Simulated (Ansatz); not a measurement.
## Redistribution: C4H8 + C4H10O → C4H8O + C4H10

Species: C4H8 (cyclobutane) `C1CCC1`, singlet; C4H10O (2-methyl-1-propanol) `CC(C)CO`, singlet; C4H8O (cyclobutanol) `OC1CCC1`, singlet; C4H10 `CC(C)C`, singlet. The partners trade H for OH; both sit on C, so the bond types are kept.

Shapes, held fixed at every level: PBE0-D4/def2-TZVP. Flexible molecules stand in one conformer, not always the lowest. Programs: Ansatz 0.2.0. Electronic energies: no zero-point or thermal term.

```
               level                    kind  ΔE (kJ/mol)  less CCSD(T)/CBS estimate  CPU time (sum over the molecules)
       HF/def2-TZVPP            Hartree–Fock        -19.5                        0.0                                  –
   PBE-D4/def2-TZVPP                     GGA        -20.2                       -0.7                               27 s
r2SCAN-D4/def2-TZVPP                meta-GGA        -21.1                       -1.6                               41 s
  wB97M-V/def2-TZVPP  range-separated hybrid        -19.6                       -0.1                               91 s
  wB97X-V/def2-TZVPP  range-separated hybrid        -19.3                       +0.2                               72 s
   B2PLYP/def2-TZVPP           double hybrid        -19.7                       -0.2                               51 s
CCSD(T)/CBS estimate   coupled cluster or CI        -19.5                        0.0                             28 min
```

The highest level, CCSD(T)/CBS estimate, gives ΔE = -19.5 kJ/mol; the levels span -21.1 to -19.3. The column of differences is taken from that level and isn't an error. No measured value is set beside it here. The CBS estimate extrapolates MP2 from def2-TZVPP and def2-QZVPP and adds CCSD(T) − MP2 in the triple-zeta set, cores frozen. Times are processor times on shared x86 and Arm servers, and rough.
